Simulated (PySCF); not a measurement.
Species: C₃H₇P.
InChI=1S/C3H7P/c1-4-2-3-4/h2-3H2,1H3

Method: TDDFT B3LYP/def2-SVPD, vertical, gas phase, core orbitals frozen in the response in PySCF 2.14.0, density-fitted response routines. Isolated species at its GFN2-xTB geometry, gas phase.

| state | E (eV) | ν̃ (cm⁻¹) | f | main configurations (H = HOMO, L = LUMO) |
| --- | --- | --- | --- | --- |
| S1 | 6.46 | 52090 | 0.034 | H→L (95%) |
| S2 | 6.67 | 53760 | 0.043 | H→L+1 (66%), H→L+2 (21%), H-1→L (10%) |
| S3 | 6.69 | 53930 | 0.0065 | H→L+2 (62%), H→L+1 (30%) |
| S4 | 6.89 | 55550 | 0.010 | H-1→L+1 (51%), H-1→L+2 (44%) |
| S5 | 7.07 | 57030 | 0.0072 | H-1→L+2 (54%), H-1→L+1 (45%) |
| S6 | 7.25 | 58500 | 0.124 | H-1→L (62%), H→L+3 (13%), H→L+2 (12%) |
| S7 | 7.47 | 60260 | 0.131 | H→L+3 (84%), H-1→L (9%) |
| S8 | 7.60 | 61300 | 0.140 | H→L+5 (53%), H→L+4 (42%) |

Triplets, Tamm–Dancoff:

| state | E (eV) | λ (nm) | main configurations (H = HOMO, L = LUMO) |
| --- | --- | --- | --- |
| T1 | 5.36 | 231.2 | H→L (91%) |
| T2 | 5.66 | 218.9 | H-1→L (46%), H→L+1 (22%), H→L+2 (20%) |
| T3 | 5.87 | 211.3 | H-1→L (45%), H→L+1 (27%), H→L+2 (17%) |

The lowest singlet lies at 6.46 eV (192 nm, vacuum ultraviolet) and is of moderate strength; its leading configuration is HOMO→LUMO (95%). The strongest level in the table is S8 at 7.60 eV (163 nm, f = 0.140). It is the last of those listed, so stronger ones may follow. Löwdin shares by element: HOMO phosphorus 56%, carbon 37%; LUMO phosphorus 39%, carbon 37% (atoms not listed hold the other 24%). The listed states span 1.14 eV. The oscillator strengths of these states sum to 0.495; summed over the whole spectrum of an exact calculation they would give the number of electrons, 40 (Thomas–Reiche–Kuhn). Of the 8 states listed, 5 reach f = 0.01 and none stays under 0.0005. The window holds the lowest 8 singlets.
